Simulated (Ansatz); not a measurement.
**C₇H₈O: vertical ionisation energy**

The task here is to estimate one member of a computed series from the others.

Method: unrestricted cation, the program's frozen cores in correlated methods; program: Ansatz 0.2.0, Gaussian basis.

Plan: UKS PBE-D4/def2-TZVPP; UKS r2SCAN-D4/def2-TZVPP; UKS PBE0-D4/def2-TZVPP; UKS B3LYP-D4/def2-TZVPP; UKS wB97X-V/def2-TZVPP; UKS wB97M-V/def2-TZVPP; UKS B2PLYP/def2-TZVPP; UHF-CCSD(T)/def2-TZVPP; UHF-MP2/def2-QZVPP; extrapolation to the limit; then −ε(HOMO) from the neutral's earlier runs with LDA (SPW92), PBE-D4, revPBE-D4, BLYP-D4, r2SCAN-D4, B97M-V, PBE0-D4, B3LYP-D4, r2SCANh-D4, r2SCAN0-D4, HSE06-D4, BHLYP-D4, CAM-B3LYP-D4, LC-ωPBE, ωB97X-V, ωB97M-V.

## The geometry

All runs share one geometry, relaxed beforehand with PBE0-D4 in a triple-zeta def2 set.

SMILES `Cc1cccc(O)c1`, 16 atoms, charge 0, spin multiplicity 1.

Atoms are counted from 1 here; the program's logs count them from 0.

Bond lengths: C1–C2 1.498 Å, C1–H9 1.094 Å, C1–H10 1.091 Å, C1–H11 1.091 Å, C2–C3 1.393 Å, C2–C8 1.388 Å, C3–C4 1.385 Å, C3–H12 1.084 Å, C4–C5 1.386 Å, C4–H13 1.084 Å, C5–C6 1.389 Å, C5–H14 1.086 Å, C6–O7 1.357 Å, C6–C8 1.388 Å, O7–H15 0.961 Å, C8–H16 1.084 Å. Angles: C2–C1–H9 110.7°, C2–C1–H10 111.3°, C2–C1–H11 111.4°, H9–C1–H10 107.4°, H9–C1–H11 107.4°, H10–C1–H11 108.3°, C1–C2–C3 120.7°, C1–C2–C8 120.3°, C3–C2–C8 119.0°, C2–C3–C4 120.3°, C2–C3–H12 119.7°, C4–C3–H12 120.0°, C3–C4–C5 120.7°, C3–C4–H13 119.9°, C5–C4–H13 119.4°, C4–C5–C6 119.2°, C4–C5–H14 120.6°, C6–C5–H14 120.2° and more.

Coordinates:

```mol
C7H8O
  3D, bonds by distance, orders not assigned

 16 16  0  0  0  0  0  0  0  0999 V2000
    0.7393   -1.7885    1.4358 C   0  0
    0.3736   -0.6752    0.5019 C   0  0
    1.3517   -0.0226   -0.2455 C   0  0
    1.0069    1.0253   -1.0823 C   0  0
   -0.3111    1.4394   -1.1918 C   0  0
   -1.2901    0.7892   -0.4512 C   0  0
   -2.6004    1.1377   -0.5124 O   0  0
   -0.9468   -0.2619    0.3886 C   0  0
    0.9495   -1.4008    2.4376 H   0  0
    1.6325   -2.3148    1.0949 H   0  0
   -0.0715   -2.5131    1.5297 H   0  0
    2.3858   -0.3402   -0.1713 H   0  0
    1.7723    1.5277   -1.6631 H   0  0
   -0.5793    2.2591   -1.8518 H   0  0
   -2.7031    1.8696   -1.1268 H   0  0
   -1.7323   -0.7535    0.9518 H   0  0
  1  2  8  0
  2  3  8  0
  3  4  8  0
  4  5  8  0
  5  6  8  0
  6  7  8  0
  6  8  8  0
  1  9  8  0
  1 10  8  0
  1 11  8  0
  3 12  8  0
  4 13  8  0
  5 14  8  0
  7 15  8  0
  8 16  8  0
  2  8  8  0
M  END
```

Set-up of the first run:

The input, in.yaml:

```yaml
crystal:
  periodic: [false, false, false]
  atoms:
    - {symbol: C, position_ang: [0.739276, -1.788485, 1.435847]}
    - {symbol: C, position_ang: [0.373649, -0.675212, 0.501887]}
    - {symbol: C, position_ang: [1.351699, -0.022563, -0.245504]}
    - {symbol: C, position_ang: [1.006868, 1.025342, -1.082348]}
    - {symbol: C, position_ang: [-0.311136, 1.439402, -1.191844]}
    - {symbol: C, position_ang: [-1.290099, 0.789162, -0.451212]}
    - {symbol: O, position_ang: [-2.600410, 1.137723, -0.512419]}
    - {symbol: C, position_ang: [-0.946778, -0.261873, 0.388631]}
    - {symbol: H, position_ang: [0.949511, -1.400844, 2.437571]}
    - {symbol: H, position_ang: [1.632481, -2.314786, 1.094874]}
    - {symbol: H, position_ang: [-0.071478, -2.513126, 1.529747]}
    - {symbol: H, position_ang: [2.385766, -0.340231, -0.171298]}
    - {symbol: H, position_ang: [1.772290, 1.527738, -1.663058]}
    - {symbol: H, position_ang: [-0.579278, 2.259070, -1.851836]}
    - {symbol: H, position_ang: [-2.703051, 1.869587, -1.126780]}
    - {symbol: H, position_ang: [-1.732312, -0.753504, 0.951843]}
basis:
  gaussian: {orbitals: def2-TZVPP}
total_charge: 1
magnetization: {spin_polarized: true, initial_magnetization: 1}
hamiltonian: {xc: pbe, dispersion: d4}
```

Run with:

```console
ansatz run in.yaml --threads 2 --pin off --events-out ev --progress --plain --max-ram 32768MiB --backend cuda --devices 0, --max-vram 18GiB
```

Among the steps run: Cation, UKS PBE-D4/def2-TZVPP; Cation, UKS r2SCAN-D4/def2-TZVPP; Cation, UKS PBE0-D4/def2-TZVPP; Cation, UKS B3LYP-D4/def2-TZVPP; Cation, UKS wB97X-V/def2-TZVPP; Cation, UKS wB97M-V/def2-TZVPP; Cation, UKS B2PLYP (frozen core)/def2-TZVPP; Cation, UHF-CCSD(T)/def2-TZVPP; Cation, UHF-MP2/def2-QZVPP.

One table of the session follows, with a row left open; its other results are not shown here.

For comparison, −ε(HOMO) of the neutral from earlier runs:

| functional | −ε(HOMO) (eV) |
| --- | --- |
| LDA (SPW92) | 5.58 |
| PBE-D4 | 5.37 |
| revPBE-D4 | 5.30 |
| BLYP-D4 | 5.21 |
| r2SCAN-D4 | 5.55 |
| B97M-V | 5.55 |
| PBE0-D4 | ? |
| B3LYP-D4 | 6.21 |
| r2SCANh-D4 | 5.95 |
| r2SCAN0-D4 | 6.55 |
| HSE06-D4 | 6.03 |
| BHLYP-D4 | 7.29 |
| CAM-B3LYP-D4 | 7.64 |
| LC-ωPBE | 8.89 |
| ωB97X-V | 8.56 |
| ωB97M-V | 8.50 |

Estimate the missing values for PBE0-D4.

As computed: −ε(HOMO) (eV): 6.42. In the column «−ε(HOMO) (eV)» it lies between B3LYP-D4 (6.21) and r2SCAN0-D4 (6.55).
